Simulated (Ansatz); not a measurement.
# AlSiH (triplet): correlated methods under varied settings

What do other methods and options give for AlSiH (triplet) at this geometry, and how long do they take?

Computed with Ansatz 0.2.0, Gaussian basis. Level: the settings change from run to run.

17 further runs of the same task are left out: 7 that didn't finish, 10 set aside as unsound or not needed.

## Step 1: What is computed

The geometry is a PBE0/def2-TZVP stationary point (not a proven minimum) of the parent state, kept for this charge and spin.

3 atoms, charge 0, spin multiplicity 3.

Atoms are counted from 1 here; the program's logs count them from 0.

Bond lengths: Si1–Al2 2.647 Å, Si1–H3 1.545 Å. Angles: Al2–Si1–H3 78.2°.

As a file:

```
Si    0.0000   -0.0660    1.2777
Al    0.0000    0.0144   -1.3676
H     0.0000    1.4550    1.0066
```

## Step 2: MP2 on ROHF/cc-pVDZ

File in.yaml:

```yaml
crystal:
  periodic: [false, false, false]
  atoms:
    - {symbol: Si, position_ang: [0.000000, -0.066010, 1.277710]}
    - {symbol: Al, position_ang: [0.000000, 0.014356, -1.367591]}
    - {symbol: H, position_ang: [0.000000, 1.455013, 1.006599]}
basis:
  gaussian: {orbitals: cc-pVDZ}
magnetization: {spin_polarized: false, initial_magnetization: 2}
hamiltonian: {pseudopotentials: {relativity: none}}
correlation: {method: mp2, electrons: outside_noble_gas}
output: {forces: true}
```

Run with:

```bash
> ansatz run in.yaml --threads 1 --pin off --events-out ev --progress --plain --max-ram 2393MiB
```

Output:

```text
Functional definition: HF
  name "HF"
  cite "Fock, Z. Phys. 61, 126 (1930) doi:10.1007/BF01340294"
  parent pbe
  exchange = exact_x
  correlation = 0
411 factors; integrals over basis functions are off by at most 1.2e-3 eV
mean field evaluation 1: about -14458.1101 eV, gradient 7.0e0 eV
mean field evaluation 2: about -14458.1127 eV, gradient 7.0e0 eV
mean field evaluation 4: about -14458.6812 eV, gradient 1.2e0 eV
mean field evaluation 8: about -14458.7117 eV, gradient 1.4e-2 eV
mean field evaluation 16: about -14458.6550 eV, gradient 8.2e-1 eV
mean field -14458.71168226 eV, -531.3478538562 hartree, gradient 1.3e-6 eV, S^2 2.000000; 2 other end points of the search recorded, 0 dependent functions left out
mean field evaluation 32: about -14458.9200 eV, gradient 7.9e-4 eV
10 core orbitals not correlated: weight in the atoms' cores, before any rotation towards them, 1.000 or more for the frozen orbitals, at most 0.000 for the correlated occupied ones
reference -14458.71168226 eV, -531.3478538562 hartree; 5, 3 occupied and 26, 28 virtual orbitals, 411 factors
second order -3.27731109 eV of doubles, -0.08994320 eV of singles
the calculation of the forces begins
Total energy: -14462.07893654 eV, -531.4715981688 hartree
Atom 0 at     0.000000    -0.066010     1.277710 Å, force    -0.000000    -0.048043    -0.966555 eV/Å
Atom 1 at     0.000000     0.014356    -1.367591 Å, force     0.000000    -0.008512     1.015487 eV/Å
Atom 2 at     0.000000     1.455013     1.006599 Å, force     0.000000     0.056556    -0.048931 eV/Å
Dipole moment:     0.000000    -0.017748    -0.494105 e Å
```

Run time: 0.81 s. Hardware: 1 thread of AMD EPYC 7B13, shared host.

## Step 3: NEVPT4(SD)(6,4)/6-31G

File in.yaml:

```yaml
crystal:
  periodic: [false, false, false]
  atoms:
    - {symbol: Si, position_ang: [0.000000, -0.066010, 1.277710]}
    - {symbol: Al, position_ang: [0.000000, 0.014356, -1.367591]}
    - {symbol: H, position_ang: [0.000000, 1.455013, 1.006599]}
basis:
  gaussian: {orbitals: 6-31G}
magnetization: {spin_polarized: false, initial_magnetization: 2}
correlation: {method: fic_nevpt4_sd, electrons: all, active_space: {window: {electrons: 6, orbitals: 4}}}
```

Launched as before.

Output (excerpt; [...] marks lines left out):

```text
Functional definition: HF
  name "HF"
  cite "Fock, Z. Phys. 61, 126 (1930) doi:10.1007/BF01340294"
  parent pbe
[...]
310 factors; integrals over basis functions are off by at most 2.1e-4 eV
[...]
mean field -14457.08607505 eV, -531.2881138930 hartree, gradient 1.2e-6 eV, S^2 2.000000; 2 other end points of the search recorded, 0 dependent functions left out
reference -14457.08607505 eV, -531.2881138930 hartree; 15, 13 occupied and 13, 15 virtual orbitals, 310 factors
state -14457.08607505 eV, -531.2881138930 hartree
state -14457.08607505 eV, -531.2881138930 hartree; corrected -14459.65795595 eV, -531.3826287728 hartree
WARN: 2 active orbitals are nearly empty or full. The corrections depend on them more than the energy does, and are more stable in an active space without them
Total energy: -14459.65795595 eV, -531.3826287728 hartree
```

Wall time 0.69 s (1 thread of AMD EPYC 7B13, shared host).

From the report: 6 determinants; active occupations 2.00, 2.00, 1.00, 1.00. The report marks this result as in doubt.

## Step 4: CASSCF(4,4)/cc-pVDZ

in.yaml: that of step 3 with these lines changed.

```diff
@@ -7,4 +7,5 @@
 basis:
-  gaussian: {orbitals: 6-31G}
+  gaussian: {orbitals: cc-pVDZ}
 magnetization: {spin_polarized: false, initial_magnetization: 2}
-correlation: {method: fic_nevpt4_sd, electrons: all, active_space: {window: {electrons: 6, orbitals: 4}}}
+correlation: {active_space: {window: {electrons: 4, orbitals: 4}}}
+output: {forces: true}
```

Launched as before.

Output (excerpt; [...] marks lines left out):

```text
Functional definition: HF
  name "HF"
  cite "Fock, Z. Phys. 61, 126 (1930) doi:10.1007/BF01340294"
  parent pbe
[...]
411 factors; integrals over basis functions are off by at most 1.2e-3 eV
[...]
mean field -14458.71168226 eV, -531.3478538562 hartree, gradient 1.3e-6 eV, S^2 2.000000; 2 other end points of the search recorded, 0 dependent functions left out
reference -14458.71168226 eV, -531.3478538562 hartree; 15, 13 occupied and 26, 28 virtual orbitals, 411 factors
state -14459.12602009 eV, -531.3630804905 hartree
[...]
Total energy: -14459.12602009 eV, -531.3630804905 hartree
Atom 0 at     0.000000    -0.066010     1.277710 Å, force    -0.000000     0.017868    -0.819213 eV/Å
Atom 1 at     0.000000     0.014356    -1.367591 Å, force     0.000000    -0.070839     0.744807 eV/Å
Atom 2 at     0.000000     1.455013     1.006599 Å, force     0.000000     0.052972     0.074406 eV/Å
Dipole moment:    -0.000000    -0.025588    -0.544470 e Å
```

Run time: 1.8 s. Hardware: 1 thread of AMD EPYC 7B13, shared host.

From the report: 36 determinants; active occupations 1.94, 1.01, 0.99, 0.07.

## Step 5: NEVPT4(SD)(2,3)/cc-pVDZ

in.yaml: that of step 4 with these lines changed.

```diff
@@ -9,3 +9,2 @@
 magnetization: {spin_polarized: false, initial_magnetization: 2}
-correlation: {active_space: {window: {electrons: 4, orbitals: 4}}}
-output: {forces: true}
+correlation: {method: fic_nevpt4_sd, electrons: valence, active_space: {window: {electrons: 2, orbitals: 3}, states: [{multiplicity: 3, weights: [1, 0.5, 1]}], root: 1}}
```

Same command.

Output (excerpt; [...] marks lines left out):

```text
Functional definition: HF
  name "HF"
  cite "Fock, Z. Phys. 61, 126 (1930) doi:10.1007/BF01340294"
  parent pbe
[...]
780 factors; integrals over basis functions are off by at most 1.8e-7 eV
[...]
mean field -14458.71170947 eV, -531.3478548562 hartree, gradient 1.3e-6 eV, S^2 2.000000; 2 other end points of the search recorded, 0 dependent functions left out
reference -14458.71170947 eV, -531.3478548562 hartree; 15, 13 occupied and 26, 28 virtual orbitals, 780 factors
state -14458.45052697 eV, -531.3382565765 hartree
state -14456.70694045 eV, -531.2741809538 hartree
state -14456.70121456 eV, -531.2739705311 hartree
state -14458.45052697 eV, -531.3382565765 hartree; corrected -14463.13540846 eV, -531.5104227957 hartree
state -14456.70694045 eV, -531.2741809538 hartree; corrected -14461.33057228 eV, -531.4440962892 hartree
state -14456.70121456 eV, -531.2739705311 hartree; corrected -14461.22566921 eV, -531.4402411727 hartree
an earlier search ended where averaged states of different weights were degenerate, so these states were given the mean of their weights and the orbitals were optimised with it; in the result, neighbours among these states lie up to 5.7e-3 eV apart
Total energy: -14461.33057228 eV, -531.4440962892 hartree
```

It took 2 s on 1 thread of AMD EPYC 7B13, shared host.

From the report: 4 determinants; active occupations (of the averaged states) 0.70, 0.70, 0.60.

## Step 6: MP2 on UHF/def2-SVP

File in.yaml:

```yaml
crystal:
  periodic: [false, false, false]
  atoms:
    - {symbol: Si, position_ang: [0.000000, -0.066010, 1.277710]}
    - {symbol: Al, position_ang: [0.000000, 0.014356, -1.367591]}
    - {symbol: H, position_ang: [0.000000, 1.455013, 1.006599]}
basis:
  gaussian: {orbitals: def2-SVP}
magnetization: {spin_polarized: true, initial_magnetization: 2}
correlation: {method: mp2, electrons: outside_noble_gas}
```

Launched as before.

Output:

```text
Functional definition: HF
  name "HF"
  cite "Fock, Z. Phys. 61, 126 (1930) doi:10.1007/BF01340294"
  parent pbe
  exchange = exact_x
  correlation = 0
377 factors; integrals over basis functions are off by at most 1.3e-3 eV
mean field evaluation 1: about -14453.1639 eV, gradient 7.0e0 eV
mean field evaluation 2: about -14453.1648 eV, gradient 7.0e0 eV
mean field evaluation 4: about -14453.9940 eV, gradient 1.3e0 eV
mean field evaluation 8: about -14454.0538 eV, gradient 1.7e-2 eV
mean field evaluation 16: about -14454.0183 eV, gradient 5.5e-1 eV
mean field -14454.05376501 eV, -531.1766785547 hartree, gradient 2.2e-6 eV, S^2 2.057044; 4 other end points of the search recorded, 0 dependent functions left out
10 core orbitals not correlated: weight in the atoms' cores, before any rotation towards them, 1.000 or more for the frozen orbitals, at most 0.000 for the correlated occupied ones
reference -14454.05376501 eV, -531.1766785547 hartree; 5, 3 occupied and 26, 28 virtual orbitals, 377 factors
second order -3.00262657 eV of doubles, -0.00000000 eV of singles
Total energy: -14457.05639159 eV, -531.2870230461 hartree
```

Run time: 0.42 s. Hardware: 1 thread of AMD EPYC 7B13, shared host.

From the report: ⟨S²⟩ of the determinant 2.057 (pure triplet: 2.00).

## Step 7: HF/cc-pVDZ

File in.yaml:

```yaml
crystal:
  periodic: [false, false, false]
  atoms:
    - {symbol: Si, position_ang: [0.000000, -0.066010, 1.277710]}
    - {symbol: Al, position_ang: [0.000000, 0.014356, -1.367591]}
    - {symbol: H, position_ang: [0.000000, 1.455013, 1.006599]}
basis:
  gaussian: {orbitals: cc-pVDZ}
magnetization: {spin_polarized: false, initial_magnetization: 2}
hamiltonian: {xc: hf}
output: {forces: true, orbitals: {seedname: orbitals}}
```

Same command.

Output (excerpt; [...] marks lines left out):

```text
Functional definition: HF
  name "HF"
  cite "Fock, Z. Phys. 61, 126 (1930) doi:10.1007/BF01340294"
  parent pbe
[...]
411 factors; integrals over basis functions are off by at most 1.2e-3 eV
[...]
mean field -14458.71168226 eV, -531.3478538562 hartree, gradient 4.3e-5 eV, S^2 2.000000; 0 other end points of the search recorded, 0 dependent functions left out
[...]
reference -14458.71168226 eV, -531.3478538562 hartree; 15, 13 occupied and 26, 28 virtual orbitals, 411 factors
Total energy: -14458.71168226 eV, -531.3478538562 hartree
Atom 0 at     0.000000    -0.066010     1.277710 Å, force     0.000000     0.001706    -0.696546 eV/Å
Atom 1 at     0.000000     0.014356    -1.367591 Å, force    -0.000000    -0.047612     0.656618 eV/Å
Atom 2 at     0.000000     1.455013     1.006599 Å, force    -0.000000     0.045906     0.039927 eV/Å
Dipole moment:     0.000000    -0.020085    -0.552672 e Å
```

Run time: 0.48 s. Hardware: 1 thread of AMD EPYC 7B13, shared host.

## Step 8: CASSCF(4,9)/cc-pVDZ

in.yaml: that of step 7 with these lines changed.

```diff
@@ -9,3 +9,3 @@
 magnetization: {spin_polarized: false, initial_magnetization: 2}
-hamiltonian: {xc: hf}
-output: {forces: true, orbitals: {seedname: orbitals}}
+correlation: {active_space: {window: {electrons: 4, orbitals: 9}}}
+scf: {lower_state_search: light}
```

Launched as before.

Output (excerpt; [...] marks lines left out):

```text
Functional definition: HF
  name "HF"
  cite "Fock, Z. Phys. 61, 126 (1930) doi:10.1007/BF01340294"
  parent pbe
[...]
411 factors; integrals over basis functions are off by at most 1.2e-3 eV
[...]
mean field -14458.71168226 eV, -531.3478538562 hartree, gradient 1.3e-6 eV, S^2 2.000000; 2 other end points of the search recorded, 0 dependent functions left out
reference -14458.71168226 eV, -531.3478538562 hartree; 15, 13 occupied and 26, 28 virtual orbitals, 411 factors
state -14460.10656822 eV, -531.3991149697 hartree
[...]
the orbitals are reached from a further start. From the first start the search ends at -14459.99988274 eV, -531.3951943507 hartree
Total energy: -14460.10656822 eV, -531.3991149697 hartree
```

Run time: 5.5 s. Hardware: 1 thread of AMD EPYC 7B13, shared host.

From the report: 1,296 determinants; active occupations 1.93, 1.00, 0.99, 0.03, 0.02, 0.01, 0.01, 0.01, 0.01.

## Step 9: CCSD on UHF/6-31++G**

File in.yaml:

```yaml
crystal:
  periodic: [false, false, false]
  atoms:
    - {symbol: Si, position_ang: [0.000000, -0.066010, 1.277710]}
    - {symbol: Al, position_ang: [0.000000, 0.014356, -1.367591]}
    - {symbol: H, position_ang: [0.000000, 1.455013, 1.006599]}
basis:
  gaussian: {orbitals: "6-31++G**"}
magnetization: {spin_polarized: true, initial_magnetization: 2}
correlation: {method: ccsd, electrons: outside_noble_gas}
scf: {lower_state_search: full}
output: {forces: true}
```

Launched as before.

Output (excerpt; [...] marks lines left out):

```text
Functional definition: HF
  name "HF"
  cite "Fock, Z. Phys. 61, 126 (1930) doi:10.1007/BF01340294"
  parent pbe
[...]
429 factors; integrals over basis functions are off by at most 6.7e-4 eV
[...]
mean field -14458.01779645 eV, -531.3223540230 hartree, gradient 2.5e-6 eV, S^2 2.054787; 10 other end points of the search recorded, 0 dependent functions left out
determinant -14458.01779645 eV, -531.3223540230 hartree, with singles and doubles -14461.83934415 eV, -531.4627933107 hartree
determinant -14456.44754082 eV, -531.2646481931 hartree, with singles and doubles -14460.06863233 eV, -531.3977208517 hartree
10 core orbitals not correlated: weight in the atoms' cores, before any rotation towards them, 1.000 or more for the frozen orbitals, at most 0.000 for the correlated occupied ones
reference -14458.01779645 eV, -531.3223540230 hartree; 5, 3 occupied and 37, 39 virtual orbitals, 429 factors
second order -2.89651156 eV of doubles, -0.00000000 eV of singles
cycle   1  -3.80737754 eV  change   -4.7e-2 eV  update   1.9e-2
[...]
cycle  15  -3.81717332 eV  change    1.8e-7 eV  update   3.3e-7
[...]
Total energy: -14461.83496977 eV, -531.4626325552 hartree
Atom 0 at     0.000000    -0.066010     1.277710 Å, force     0.000000     0.143456    -1.088475 eV/Å
Atom 1 at     0.000000     0.014356    -1.367591 Å, force     0.000000    -0.039157     1.057668 eV/Å
Atom 2 at     0.000000     1.455013     1.006599 Å, force    -0.000000    -0.104299     0.030807 eV/Å
Dipole moment:    -0.000000    -0.034973    -0.525300 e Å
```

Wall time 4.3 s (1 thread of AMD EPYC 7B13, shared host).

From the report: ⟨S²⟩ of the determinant 2.055 (pure triplet: 2.00); correlation -3.8172 eV; T1 0.040; largest double amplitude 0.06.

## Step 10: CCSDT(Q)/B/cc-pVDZ

File in.yaml:

```yaml
crystal:
  periodic: [false, false, false]
  atoms:
    - {symbol: Si, position_ang: [0.000000, -0.066010, 1.277710]}
    - {symbol: Al, position_ang: [0.000000, 0.014356, -1.367591]}
    - {symbol: H, position_ang: [0.000000, 1.455013, 1.006599]}
basis:
  gaussian: {orbitals: cc-pVDZ}
magnetization: {spin_polarized: false, initial_magnetization: 2}
hamiltonian: {xc: {name: PBE0}}
correlation: {method: ccsdt_q_b, electrons: outside_noble_gas}
```

The command is unchanged.

Output (excerpt; [...] marks lines left out):

```text
Functional definition: PBE0
  name "PBE0"
  cite "Adamo & Barone, J. Chem. Phys. 110, 6158 (1999) doi:10.1063/1.478522"
  cite "Perdew, Burke & Ernzerhof, Phys. Rev. Lett. 77, 3865 (1996) doi:10.1103/PhysRevLett.77.3865"
  parent pbe
[...]
780 factors; integrals over basis functions are off by at most 1.8e-7 eV
[...]
mean field -14481.54865619 eV, -532.1870971687 hartree, gradient 9.9e-6 eV, S^2 2.000000; 0 other end points of the search recorded, 0 dependent functions left out
[...]
10 core orbitals not correlated: weight in the atoms' cores, before any rotation towards them, 1.000 or more for the frozen orbitals, at most 0.000 for the correlated occupied ones
reference -14458.47784013 eV, -531.3392603166 hartree; 5, 3 occupied and 26, 28 virtual orbitals, 780 factors
second order -3.48921239 eV of doubles, -0.20315523 eV of singles
cycle   1  -4.19202729 eV  change   -5.0e-1 eV  update   9.2e-2
[...]
cycle  19  -4.66979522 eV  change   -2.6e-7 eV  update   7.9e-7
perturbative correction -0.01393955 eV, -0.0005122691 hartree
Total energy: -14463.16157491 eV, -531.5113843948 hartree
```

It took 9 s on 1 thread of AMD EPYC 7B13, shared host.

From the report: correlation -4.6837 eV; T1 0.022; largest double amplitude 0.09. The orbitals are Kohn-Sham ones, so correlation energy and T1 don't compare with those on Hartree-Fock orbitals.

## Step 11: The runs in one table

Where basis and cores are those of an earlier UCCSDT(Q)/cc-pVDZ run (-14463.2247 eV), and the state is the same kind, the miss against it is given. † marks a result that the program doubts.

| level | correlated | functions | energy (eV) | from UCCSDT(Q) (meV) | time |
| --- | --- | --- | --- | --- | --- |
| MP2 on ROHF/cc-pVDZ | outside noble gas | 41 | -14462.0789 |  | 0.81 s |
| NEVPT4(SD)(6,4)/6-31G † | all | 28 | -14459.6580 |  | 0.69 s |
| CASSCF(4,4)/cc-pVDZ |  | 41 | -14459.1260 | 4098.7 | 1.8 s |
| NEVPT4(SD)(2,3)/cc-pVDZ (excited root 1 of an average) | valence | 41 | -14461.3306 |  | 2 s |
| MP2 on UHF/def2-SVP | outside noble gas | 41 | -14457.0564 |  | 0.42 s |
| HF/cc-pVDZ |  | 41 | -14458.7117 | 4513.0 | 0.48 s |
| CASSCF(4,9)/cc-pVDZ |  | 41 | -14460.1066 | 3118.1 | 5.5 s |
| CCSD on UHF/6-31++G** | outside noble gas | 52 | -14461.8350 |  | 4.3 s |
| CCSDT(Q)/B/cc-pVDZ (on PBE0 orbitals) | outside noble gas | 41 | -14463.1616 | 63.1 | 9 s |

## Step 12: Results

| quantity | value |
| --- | --- |
| runs | 9 |
| quickest | MP2 on UHF/def2-SVP, 0.42 s |
| slowest | CCSDT(Q)/B/cc-pVDZ (on PBE0 orbitals), 9 s |

Total energies in different bases, with other cores or another treatment of relativity can't be set against each other. CCSDT(Q)/B/cc-pVDZ (on PBE0 orbitals) took 21 times as long as MP2 on UHF/def2-SVP; the jobs differ in more than the method. Hartree-Fock, CASSCF and CASCI lack dynamic correlation by design. Cores frozen from Kohn-Sham orbitals shift the total energy.
